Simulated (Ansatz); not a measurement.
H2O beside CH4O: one fragment in the basis of the whole pair (the partner's atoms are ghosts).

The input file, in.yaml:

```yaml
crystal:
  periodic: [false, false, false]
  atoms:
    - {symbol: C, position_ang: [0.224923, 0.079797, 1.219885]}
    - {symbol: O, position_ang: [-0.844911, 0.222368, 0.301066]}
    - {symbol: H, position_ang: [0.990661, 0.797314, 0.927512]}
    - {symbol: H, position_ang: [0.662138, -0.923134, 1.185312]}
    - {symbol: H, position_ang: [-0.091940, 0.303499, 2.243709]}
    - {symbol: H, position_ang: [-1.527307, -0.416690, 0.518876]}
basis:
  gaussian:
    orbitals: "def2-TZVPPD.json"
    ghost_atoms:
      - {symbol: O, position_ang: [0.380861, -0.357544, -2.199998]}
      - {symbol: H, position_ang: [-0.120818, -0.104207, -1.409892]}
      - {symbol: H, position_ang: [0.326393, 0.398797, -2.786370]}
hamiltonian: {xc: {name: BLYP}, dispersion: d4}
```

The basis file named in the input lies beside it (Basis Set Exchange, JSON).

Launched with

```bash
ansatz run in.yaml --threads 4 --pin off --events-out ev --progress --plain --max-ram 9574MiB
```

Output of Ansatz 0.2.0:

```
Functional definition: BLYP
  name "BLYP"
  cite "Becke, Phys. Rev. A 38, 3098 (1988) doi:10.1103/PhysRevA.38.3098"
  cite "Lee, Yang & Parr, Phys. Rev. B 37, 785 (1988) doi:10.1103/PhysRevB.37.785"
  parameter beta = 0.0042
  parameter a = 0.04918
  parameter b = 0.132
  parameter c = 0.2533
  parameter d = 0.349
  exchange = b88_x(beta = beta)
  correlation = lyp_c(a = a, b = b, c = c, d = d)
880 factors; their error is unknown
mean field evaluation 1: about -3141.4312 eV, gradient 6.4e1 eV
mean field evaluation 2: about -3113.1251 eV, gradient 1.3e2 eV
mean field evaluation 4: about -3149.1838 eV, gradient 1.1e1 eV
mean field evaluation 8: about -3149.3946 eV, gradient 2.7e-2 eV
mean field evaluation 16: about -3149.3733 eV, gradient 1.7e-5 eV
mean field -3149.37326319 eV, -115.7373327003 hartree, gradient 1.7e-5 eV, S^2 0.000000; 0 other end points of the search recorded, 0 dependent functions left out
reference -3149.37357078 eV, -115.7373440042 hartree; 9, 9 occupied and 210, 210 virtual orbitals, 880 factors
Total energy: -3149.47232948 eV, -115.7409733194 hartree
```

The run took about 0.8 s on 4 CPU threads of an INTEL XEON PLATINUM 8581C (shared host).
